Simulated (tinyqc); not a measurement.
Worked calculation: Pariser-Parr-Pople SCF with singles CI, for the molecule C=C1C=CC=C1 (SMILES; centres numbered as the heavy atoms are written). One step of it, computed by the program tinyqc.

Problem. Iteration 1: orbitals and new P. Diagonalise F (the basis is taken as orthonormal) and form P = 2 sum c c over the lowest orbitals; 0.5 of the old P is kept.

F (eV), order 1C, 2C, 3C, 4C, 5C, 6C:
```
[[-4.989628, -5.143974, -0.533936, 0.573622, 0.573622, -0.533936],
 [-5.143974, -5.236814, -4.020087, 0.262550, 0.262550, -4.020087],
 [-0.533936, -4.020087, -4.526679, -5.214384, 0.314653, 0.958345],
 [0.573622, 0.262550, -5.214384, -3.937319, -4.278574, 0.314653],
 [0.573622, 0.262550, 0.314653, -4.278574, -3.937319, -5.214384],
 [-0.533936, -4.020087, 0.958345, 0.314653, -5.214384, -4.526679]]
```

pi electrons, sum of z_r less the charge = 6

P at the start, order 1C, 2C, 3C, 4C, 5C, 6C:
```
[[0.622291, 0.758634, 0.212348, -0.309538, -0.309538, 0.212348],
 [0.758634, 1.046987, 0.449096, -0.097190, -0.097190, 0.449096],
 [0.212348, 0.449096, 1.092331, 0.777936, -0.116491, -0.354882],
 [-0.309538, -0.097190, 0.777936, 1.073030, 0.520243, -0.116491],
 [-0.309538, -0.097190, -0.116491, 0.520243, 1.073030, 0.777936],
 [0.212348, 0.449096, -0.354882, -0.116491, 0.777936, 1.092331]]
```

Give: orbital energies; P after iteration 1.

Solution.

orbital energies (eV): [-13.5996, -10.0330, -8.8214, -1.8293, 3.4512, 3.6776]

P after iteration 1, order 1C, 2C, 3C, 4C, 5C, 6C:
```
[[0.6932, 0.7938, 0.1958, -0.3100, -0.3100, 0.1958],
 [0.7938, 1.0341, 0.4198, -0.0791, -0.0791, 0.4198],
 [0.1958, 0.4198, 1.0912, 0.7954, -0.0942, -0.3655],
 [-0.3100, -0.0791, 0.7954, 1.0452, 0.5018, -0.0942],
 [-0.3100, -0.0791, -0.0942, 0.5018, 1.0452, 0.7954],
 [0.1958, 0.4198, -0.3655, -0.0942, 0.7954, 1.0912]]
```
